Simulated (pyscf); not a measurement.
PySCF, gas phase, ωB97X-D3(BJ)/def2-SVP geometries.

Q: How much does it cost (ΔH, 298 K, ωB97M-D3(BJ)/def2-TZVP) to split HO–W(F)(F)(F)(F)–F at its F–W bond into [HO–W(F)(F)(F)–F]• + F•?

A: F–W to [HO–W(F)(F)(F)–F]• + F•: 108.0 kcal/mol. The 7 functionals that were run give +104.8 (M06-2X) to +122.4 kcal/mol (PBE). The radicals are drawn with the spin at the cut bond; how far it spreads was not checked. Other isomers of [HO–W(F)(F)(F)–F]• were not searched in full and may lie lower. Left out: the spin-orbit lowering of F. Open-shell species with a d-block atom are single-reference here; other states, and whether the spin sits on metal or ligand, were not checked. Elements past Kr carry the def2 core potentials, without spin-orbit coupling.
